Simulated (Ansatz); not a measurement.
## GeH2, triplet: the ladder up to full CI

Geometry: a point of a bend scan, not a stationary point.

```
atom   x (Å)    y (Å)    z (Å)
  Ge  0.0000  -0.0337   0.0000
   H  0.0000   1.2150  -0.9022
   H  0.0000   1.2150   0.9022
```

Basis cc-pVDZ; Ansatz 0.2.0. Only valence electrons are correlated (noble-gas cores and the filled d shells of p-block atoms frozen), which leaves 6 electrons in 23 orbitals. Prefix R: restricted or restricted open-shell reference; prefix U: unrestricted. Active spaces: valence = (6e, 6o) chosen from the atoms' valence shells; pair = (4e, 4o) about the gap. No spin–orbit coupling is included, and no scalar relativity.

Full CI is exact within this basis and frozen core; it isn't the basis-set limit. The frozen core follows each run's orbitals, which can shift R against U totals by a few meV for light atoms and by up to 0.1 eV past Ca.

For open shells CISD is restricted-active-space CI with the open shells as a complete middle space.

- UHF ⟨S²⟩: 2.006
- T1 diagnostic (RCCSD): 0.0215
- largest doubles amplitude (RCCSD): 0.065

```csv
level,E − E(RHF) (eV)
RMP2,-2.0223
RCCSD,-2.6214
RCCSD(T),-2.6801
```

Estimate how far full CI in cc-pVDZ lies from RCCSD(T). The table doesn't fix it; the size of (T) and the diagnostics are the guide.

Full CI in cc-pVDZ lies 0.65 mEh below RCCSD(T), which is 30 % of the (T) step (-2.16 mEh). The diagnostics give no warning, yet the rest is a sizeable part of (T).

The other levels:

```
                            level  E − E(full CI) (mEh)  share of correlation (%)  wall time
                             CISD                  5.00                     94.96     0.81 s
                          BCCD(T)                  0.66                     99.33      1.1 s
                           RCCSDT                  0.00                    100.00          –
                        RCCSDT(Q)                 -0.03                    100.03      3.1 s
           CASSCF (valence space)                 61.04                     38.43          –
           NEVPT2 (valence space)                 17.88                     81.96     0.99 s
           MRCISD (valence space)                  2.11                     97.87          –
         MRCISD+Q (valence space)                 -0.11                    100.11      1.4 s
MRCISD+Q(relaxed) (valence space)                 -0.71                    100.71      1.7 s
```

The correlation energy at full CI, counted from RHF, is -2.698 eV. That run took 3.1 s on 1 thread of Intel Xeon Platinum 8488C, shared host over 781,936 determinants.

Run but not shown, since their state or frozen core can't be matched to the reference's or they repeat it: UHF, UMP2, UCCSD, UCCSD(T), UCCSDT, UCCSDT(Q), CASSCF (pair space), NEVPT2 (pair space), MRCISD (pair space), MRCISD+Q (pair space).

Times hold each run's SCF and search for its determinant on a shared host, so for small cases they say little of a method's own cost; they ran on 1 thread of Intel Xeon Platinum 8488C.

Not variational, and here over 5 meV under the exact energy: MRCISD+Q(relaxed) (valence space).

The full-CI state has the irrep B1 of C2v, in the program's axes.

Natural occupations of full CI about the gap: 1.953 1.931 0.999 0.989 0.043 0.025 0.009 0.009 0.008 0.008; effectively unpaired electrons, Σ n²(2−n)², 2.04.
